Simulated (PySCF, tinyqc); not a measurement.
Worked calculation: CISD on RHF in the sto-6g basis, frozen core, for LiH, spin multiplicity 1. The lowest restricted solution is unstable here: a spin-polarised one lies 0.0272 hartree lower (PySCF). One step of it, computed by the program tinyqc.

Question. CISD: determinants and Hamiltonian. Slater-Condon rules over spin orbitals, with the nuclear repulsion and the energy of the frozen orbital added and E(HF) subtracted on the diagonal. Only determinants linked to the reference directly or through others are kept (one block of an abelian symmetry group), so some states are absent.

one-electron integrals dressed by the frozen orbital, h + 2 (pq|11) - (p1|1q) (hartree), order 2, 3, 4, 5, 6:
$$\begin{pmatrix}
-0.641400 & 0.068000 & 0.000000 & 0.000000 & -0.104431 \\
0.068000 & -0.326202 & 0.000000 & 0.000000 & 0.076605 \\
0.000000 & 0.000000 & -0.286033 & 0.000000 & 0.000000 \\
0.000000 & 0.000000 & 0.000000 & -0.286033 & 0.000000 \\
-0.104431 & 0.076605 & 0.000000 & 0.000000 & -0.347005
\end{pmatrix}$$

energy of the frozen orbital, 2 h_11 + (11|11) = -7.64440194 hartree

Two-electron integrals over orbitals (pq|rs), unique and non-zero (hartree); the lowest 1 orbital is frozen and left out:
```
(22|22) 0.432267    (32|22) -0.068000   (32|32) 0.030323    (33|22) 0.210843
(33|32) 0.018074    (33|33) 0.319855    (42|42) 0.020403    (43|42) 0.021368
(43|43) 0.041621    (44|22) 0.230437    (44|32) 0.020970    (44|33) 0.277085
(44|44) 0.313125    (52|52) 0.020403    (53|52) 0.021368    (53|53) 0.041621
(54|54) 0.016875    (55|22) 0.230437    (55|32) 0.020970    (55|33) 0.277085
(55|44) 0.279374    (55|55) 0.313125    (62|22) 0.104431    (62|32) -0.054175
(62|33) -0.016600   (62|44) -0.045146   (62|55) -0.045146   (62|62) 0.133812
(63|22) -0.065390   (63|32) 0.025313    (63|33) 0.037469    (63|44) 0.012544
(63|55) 0.012544    (63|62) -0.044795   (63|63) 0.037703    (64|42) -0.017115
(64|43) -0.010433   (64|64) 0.018316    (65|52) -0.017115   (65|53) -0.010433
(65|65) 0.018316    (66|22) 0.397281    (66|32) -0.049722   (66|33) 0.239759
(66|44) 0.253045    (66|55) 0.253045    (66|62) 0.074653    (66|63) -0.046295
(66|66) 0.387684
```

nuclear repulsion = 0.63501265 hartree

Hartree-Fock energy = -7.85992290 hartree

Give: determinants; H - E(HF) between determinants.

Answer.

Occupation strings over the orbitals (2 doubly, a alpha, b beta, 0 empty; spin orbitals ordered 1a 1b 2a 2b ...): 220000 2ab000 2a000b 2ba000 2b000a 202000 20a00b 200200 200020 20b00a 200002

H - E(HF) between determinants (hartree):
```
         220000   2ab000   2a000b   2ba000   2b000a   202000   20a00b   200200
220000   0.0000   0.0000   0.0000   0.0000   0.0000   0.0303  -0.0542   0.0204
2ab000   0.0000   0.0938   0.0112  -0.0303   0.0542   0.0861   0.0253   0.0214
2a000b   0.0000   0.0112   0.2594   0.0542  -0.1338   0.0253   0.0183  -0.0171
2ba000   0.0000  -0.0303   0.0542   0.0938   0.0112  -0.0861   0.1210  -0.0214
2b000a   0.0000   0.0542  -0.1338   0.0112   0.2594  -0.0253   0.0448   0.0171
202000   0.0303   0.0861   0.0253  -0.0861  -0.0253   0.5180   0.1141   0.0416
20a00b  -0.0542   0.0253   0.0183   0.1210   0.0448   0.1141   0.4171  -0.0104
200200   0.0204   0.0214  -0.0171  -0.0214   0.0171   0.0416  -0.0104   0.5916
200020   0.0204   0.0214  -0.0171  -0.0214   0.0171   0.0416  -0.0104   0.0169
20b00a   0.0542   0.1210   0.0448   0.0253   0.0183  -0.1141  -0.0377   0.0104
200002   0.1338  -0.0448  -0.0298   0.0448   0.0298   0.0377   0.0303   0.0183

         200020   20b00a   200002
220000   0.0204   0.0542   0.1338
2ab000   0.0214   0.1210  -0.0448
2a000b  -0.0171   0.0448  -0.0298
2ba000  -0.0214   0.0253   0.0448
2b000a   0.0171   0.0183   0.0298
202000   0.0416  -0.1141   0.0377
20a00b  -0.0104  -0.0377   0.0303
200200   0.0169   0.0104   0.0183
200020   0.5916   0.0104   0.0183
20b00a   0.0104   0.4171  -0.0303
200002   0.0183  -0.0303   0.5442
```
